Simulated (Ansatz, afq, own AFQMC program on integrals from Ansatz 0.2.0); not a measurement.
**SiNH4, doublet → SiNH4⁺, singlet**

```yaml
atoms:
  - { symbol: Si, position_ang: [-0.0906, 0.0000, 0.5953] }
  - { symbol: N, position_ang: [0.1128, 0.0000, -1.1178] }
  - { symbol: H, position_ang: [0.5792, -1.2268, 1.1210] }
  - { symbol: H, position_ang: [0.5792, 1.2268, 1.1210] }
  - { symbol: H, position_ang: [-0.0998, -0.8301, -1.6484] }
  - { symbol: H, position_ang: [-0.0998, 0.8301, -1.6484] }
```

Connectivity, by distances: SiH2–NH2.

E(singlet, charge +1) − E(doublet, charge +0) at this geometry, on UHF and RHF determinants.

Basis 6-31G. Noble-gas cores (and the filled d shells of Ga–Kr and In–Xe) are frozen. Integrals, coupled cluster, full CI and functionals: Ansatz 0.2.0; the random walks run on the same integrals in our own AFQMC program. ph-AFQMC/CISD is guided by a CISD state made of CCSD amplitudes; releasing the constraint for a short imaginary time cuts its bias at the price of noise, slowly where states lie close. ± is one standard error of the sampling. The errors of all members are added in quadrature.

No full CI on the walks' own integrals is used here; CCSDTQ serves as the reference and is uncertain by about the last step of the cluster series. Each member takes its own surest rung, up to full CI.

Errors are counted within 6-31G, not against nature.

Cautions: SiNH₄⁺ (singlet): restricted determinant unstable towards unrestricted (UHF 36 meV lower, ⟨S²⟩ 0.32), raised T1 diagnostic (T1 0.031, weight of the determinant 0.88, largest double 0.14), the released energies are still falling, so no released level is given (meV from the phaseless value at times in 1/Eh: -2 ± 4 at 0.24, 1 ± 4 at 0.51, -10.8 ± 2.4 at 0.99, -16 ± 4 at 1.62, -18 ± 4 at 2.40), though the last usable value meets CCSDTQ within the noise, its ph-AFQMC/CISD value lies 18 ± 6 meV above CCSDTQ.

Reference (CCSDTQ): 6.785 eV.

```tsv
level	vertical ionization energy (eV)	error against CCSDTQ (eV)
HF	7.368	0.583
MP2	6.905	0.120
CCSD	6.868	0.083
CCSD(T)	6.791	0.006
CCSDT	6.789	0.004
CCSDT(Q)	6.782	-0.003
ph-AFQMC/CISD	6.802 ± 0.007	0.017 ± 0.007
```

Correlation beyond CCSD(T) takes off 0.006 eV. The perturbative (T) step is worth −0.077 eV.

CCSDT and higher add their correlation energy to the determinant of the CCSD(T) run, since their own runs factorise the integrals more tightly (a shift of under 2 meV). A walk keeps the symmetry of its determinant, which the program's search chose and which needn't be the lowest solution, so a lower state of the same spin and another symmetry isn't excluded.
